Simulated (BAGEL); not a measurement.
# singlet [C2HF2]− at 6 levels

We compute a comparison of 6 runs (HF/STO-3G, HF/3-21G, HF/6-31G*, B3LYP/def2-SVPD, PBE0/def2-SVPD, RI-MP2/def2-SVPD) of singlet [C2HF2]−. 

Program for the calculation: BAGEL 1.2.2.

1 further run of the same task is left out (set aside as unsound or not needed).

## 1. The molecule

The species is [C2HF2]− (5 atoms), meant as a singlet with charge -1. As SMILES of the parent species, `F/[C]=C\F`. Geometry: relaxed at PBE0-D4/def2-TZVP. That shape belongs to the parent species and isn't relaxed for this state.

Bond lengths: F1–C2 1.295 Å, C2–C3 1.313 Å, C3–F4 1.341 Å, C3–H5 1.080 Å. Angles: F1–C2–C3 131.7°, C2–C3–F4 122.5°, C2–C3–H5 122.5°, F4–C3–H5 115.0°.

## 2. The energy at HF/STO-3G (density fitting with qzvpp-jkfit) (run 1)

File input.json:

```json
{ "bagel": [

{
  "title": "molecule",
  "basis": "sto-3g",
  "df_basis": "qzvpp-jkfit",
  "angstrom": true,
  "geometry": [
    { "atom": "F", "xyz": [      -1.049400,       0.476000,      -1.486200 ] },
    { "atom": "C", "xyz": [      -0.104000,      -0.180300,      -0.893200 ] },
    { "atom": "C", "xyz": [       0.314100,      -0.175100,       0.351300 ] },
    { "atom": "F", "xyz": [      -0.242000,       0.599600,       1.294700 ] },
    { "atom": "H", "xyz": [       1.131100,      -0.793900,       0.692000 ] }
  ]
},

{ "title": "hf", "charge": -1 },

{ "title": "print", "file": "orbitals.molden", "orbitals": true }

]}
```

Command:

```console
$ BAGEL_NUM_THREADS=1 BAGEL input.json > input.out
```

Output:

```text
* using 1 threads per process

  ===============================================================
  ===============================================================

  *** Geometry ***

  { "atom" : "F", "xyz" : [     -1.983079,      0.899510,     -2.808511 ] },
  { "atom" : "C", "xyz" : [     -0.196532,     -0.340718,     -1.687903 ] },
  { "atom" : "C", "xyz" : [      0.593563,     -0.330891,      0.663861 ] },
  { "atom" : "F", "xyz" : [     -0.457314,      1.133080,      2.446628 ] },
  { "atom" : "H", "xyz" : [      2.137469,     -1.500254,      1.307690 ] },

  Number of auxiliary basis functions:      322

  Since a DF basis is specified, we compute 2- and 3-index integrals:
    o Being stored without compression. Storage requirement is 0.001 GB

  Number of basis functions:       21
  Number of electrons      :       31

    * METHOD: MOLECULE                             0.06

  *** RHF ***

  === Nuclear Repulsion ===
   105.1722879601

      * DIIS with orbital gradients will be used.

  === RHF iteration (sto-3g) ===
      0       -271.08500857          0.01912859           0.01
      1       -271.14362884          0.00648094           0.00
      2       -271.15141712          0.00224549           0.00
      3       -271.15300371          0.00061555           0.00
      4       -271.15316079          0.00016921           0.00
      5       -271.15317148          0.00003307           0.00
      6       -271.15317183          0.00000841           0.00
      7       -271.15317185          0.00000161           0.00
      8       -271.15317185          0.00000051           0.00
      9       -271.15317185          0.00000016           0.00
     10       -271.15317185          0.00000003           0.00
     11       -271.15317185          0.00000001           0.00
     12       -271.15317185          0.00000000           0.00
    * SCF iteration converged.

    * Permanent dipole moment:
           (    0.444461,    -0.538034,    -0.484208) a.u.

    * METHOD: HF                                   0.10

    * METHOD: PRINT                                0.00

  ===============================================================
```

It took 0.34 s on 1 thread of Arm Neoverse V1, shared host; peak memory 0.084 GiB.

## 3. A single-point energy at HF/3-21G (density fitting with qzvpp-jkfit) (run 2)

File job.json:

```json
{ "bagel" : [

{
  "title" : "molecule",
  "basis" : "3-21g",
  "df_basis" : "qzvpp-jkfit",
  "angstrom" : true,
  "geometry" : [
    { "atom" : "F", "xyz" : [      -1.049400,       0.476000,      -1.486200 ] },
    { "atom" : "C", "xyz" : [      -0.104000,      -0.180300,      -0.893200 ] },
    { "atom" : "C", "xyz" : [       0.314100,      -0.175100,       0.351300 ] },
    { "atom" : "F", "xyz" : [      -0.242000,       0.599600,       1.294700 ] },
    { "atom" : "H", "xyz" : [       1.131100,      -0.793900,       0.692000 ] }
  ]
},

{ "title" : "hf", "charge" : -1 },

{ "title" : "print", "file" : "orbitals.molden", "orbitals" : true }

]}
```

Command:

```console
$ BAGEL_NUM_THREADS=1 BAGEL job.json > job.out
```

Output:

```text
* using 1 threads per process

  ===============================================================
  ===============================================================

  *** Geometry ***

  { "atom" : "F", "xyz" : [     -1.983079,      0.899510,     -2.808511 ] },
  { "atom" : "C", "xyz" : [     -0.196532,     -0.340718,     -1.687903 ] },
  { "atom" : "C", "xyz" : [      0.593563,     -0.330891,      0.663861 ] },
  { "atom" : "F", "xyz" : [     -0.457314,      1.133080,      2.446628 ] },
  { "atom" : "H", "xyz" : [      2.137469,     -1.500254,      1.307690 ] },

  Number of auxiliary basis functions:      322

  Since a DF basis is specified, we compute 2- and 3-index integrals:
    o Being stored without compression. Storage requirement is 0.004 GB

  Number of basis functions:       38
  Number of electrons      :       31

    * METHOD: MOLECULE                             0.07

  *** RHF ***

  === Nuclear Repulsion ===
   105.1722879601

      * DIIS with orbital gradients will be used.

  === RHF iteration (3-21g) ===
      0       -273.43270693          0.02800668           0.01
      1       -273.51889609          0.01420709           0.01
      2       -273.53911633          0.00238881           0.01
      3       -273.54086855          0.00074278           0.01
      4       -273.54110603          0.00026358           0.01
      5       -273.54114030          0.00006100           0.01
      6       -273.54114130          0.00002540           0.01
      7       -273.54114144          0.00000826           0.01
      8       -273.54114146          0.00000196           0.01
      9       -273.54114146          0.00000063           0.01
     10       -273.54114146          0.00000031           0.01
     11       -273.54114146          0.00000011           0.01
     12       -273.54114146          0.00000003           0.01
     13       -273.54114146          0.00000001           0.01
     14       -273.54114146          0.00000000           0.01
    * SCF iteration converged.

    * Permanent dipole moment:
           (    0.235034,    -0.415731,    -0.692285) a.u.

    * METHOD: HF                                   0.23

    * METHOD: PRINT                                0.00

  ===============================================================
```

It took 0.46 s on 1 thread of Arm Neoverse V1, shared host; peak memory 0.084 GiB.

Runs 3 to 5 aren't shown in full; the table further down has their settings and results.

## 4. A single-point energy at RI-MP2/def2-SVPD (density fitting with qzvpp-jkfit) (run 6)

File input.json:

```json
{ "bagel": [

{
  "title": "molecule",
  "basis": "def2-svpd.json",
  "df_basis": "qzvpp-jkfit",
  "angstrom": "true",
  "geometry": [
    { "atom": "F", "xyz": [   -1.049400,    0.476000,   -1.486200 ] },
    { "atom": "C", "xyz": [   -0.104000,   -0.180300,   -0.893200 ] },
    { "atom": "C", "xyz": [    0.314100,   -0.175100,    0.351300 ] },
    { "atom": "F", "xyz": [   -0.242000,    0.599600,    1.294700 ] },
    { "atom": "H", "xyz": [    1.131100,   -0.793900,    0.692000 ] }
  ]
},
{
  "title": "hf",
  "charge": -1
},
{
  "title": "mp2",
  "charge": -1,
  "ncore": 4
}

]}
```

The basis set def2-SVPD is read from a file made from the Basis Set Exchange's data (not shown).

Command:

```console
$ BAGEL_NUM_THREADS=1 BAGEL input.json > input.out
```

Output:

```text
* using 1 threads per process

  ===============================================================
  ===============================================================

  *** Geometry ***

  { "atom" : "F", "xyz" : [     -1.983079,      0.899510,     -2.808511 ] },
  { "atom" : "C", "xyz" : [     -0.196532,     -0.340718,     -1.687903 ] },
  { "atom" : "C", "xyz" : [      0.593563,     -0.330891,      0.663861 ] },
  { "atom" : "F", "xyz" : [     -0.457314,      1.133080,      2.446628 ] },
  { "atom" : "H", "xyz" : [      2.137469,     -1.500254,      1.307690 ] },

  Number of auxiliary basis functions:      322

  Since a DF basis is specified, we compute 2- and 3-index integrals:
    o Being stored without compression. Storage requirement is 0.023 GB

  Number of basis functions:       94
  Number of electrons      :       31

    * METHOD: MOLECULE                             0.11

  *** RHF ***

  === Nuclear Repulsion ===
   105.1722879601

      * DIIS with orbital gradients will be used.

  === RHF iteration (def2-svpd.json) ===
      0       -274.53026834          0.02360668           0.04
      1       -274.74302448          0.01749090           0.04
      2       -274.86151196          0.00221811           0.04
      3       -274.86536029          0.00082269           0.04
      4       -274.86593531          0.00026618           0.04
      5       -274.86602685          0.00008501           0.04
      6       -274.86603523          0.00004492           0.04
      7       -274.86603677          0.00001272           0.04
      8       -274.86603698          0.00000478           0.04
      9       -274.86603700          0.00000192           0.04
     10       -274.86603700          0.00000053           0.04
     11       -274.86603700          0.00000019           0.04
     12       -274.86603700          0.00000009           0.04
     13       -274.86603700          0.00000004           0.04
     14       -274.86603700          0.00000002           0.04
     15       -274.86603700          0.00000001           0.04
    * SCF iteration converged.

    * Permanent dipole moment:
           (    0.355385,    -0.608579,    -0.980184) a.u.

    * METHOD: HF                                   0.67

  *** RHF ***

  === Nuclear Repulsion ===
   105.1722879601

      * DIIS with orbital gradients will be used.

  === RHF iteration (def2-svpd.json) ===
      0       -274.86603700          0.00000000           0.03
    * SCF iteration converged.

    * Permanent dipole moment:
           (    0.355385,    -0.608579,    -0.980185) a.u.

  === DF-MP2 calculation ===

    * freezing 4 orbitals
    * 3-index integral transformation done
    * assembly done

      MP2 correlation energy:   -0.6589307587      0.04

      MP2 total energy:       -275.5249677635

    * METHOD: MP2                                  0.12

  ===============================================================
```

It took 1.1 s on 1 thread of Arm Neoverse V1, shared host; peak memory 0.088 GiB.

## 5. Overview of the runs

| run | level | frozen core orbitals | energy (Eh) | HOMO energy (eV) | LUMO energy (eV) | HOMO–LUMO gap (eV) | wall time |
| --- | --- | --- | --- | --- | --- | --- | --- |
| 1 | HF/STO-3G (density fitting with qzvpp-jkfit) | – | -271.153172 | 3.53 | 19.93 | 16.40 | 0.34 s |
| 2 | HF/3-21G (density fitting with qzvpp-jkfit) | – | -273.541141 | -0.90 | 13.88 | 14.78 | 0.46 s |
| 3 | HF/6-31G* (density fitting with qzvpp-jkfit, spherical functions) | – | -275.033988 | -1.10 | 13.60 | 14.70 | 0.62 s |
| 4 | B3LYP/def2-SVPD (density fitting with qzvpp-jkfit) | – | -276.213428 | 1.33 | 5.01 | 3.69 | 5.7 s |
| 5 | PBE0/def2-SVPD (density fitting with qzvpp-jkfit) | – | -275.925929 | 1.18 | 5.31 | 4.13 | 5.7 s |
| 6 | RI-MP2/def2-SVPD (density fitting with qzvpp-jkfit) | 4 | -275.524968 | – | – | – | 1.1 s |

## 6. What came out

| quantity | value |
| --- | --- |
| run 6: total energy | -275.52497 Eh |
| run 6: correlation energy (4 core orbitals frozen) | -658.9 mEh |

What this shows: Over runs 1, 2, 3, 4, 5 the HOMO–LUMO gap runs from 3.69 eV (B3LYP/def2-SVPD) to 16.40 eV (HF/STO-3G). The two ends differ in method and basis. The empty levels of an anion lie above zero and hang on the basis. Totals of different functionals can't be ranked against each other. In runs 1, 4, 5 the HOMO lies above zero, so the outermost electron may be held by the basis alone. In run 1 the basis is minimal, so the values are rough. All runs together took 14 s, the longest 5.7 s.
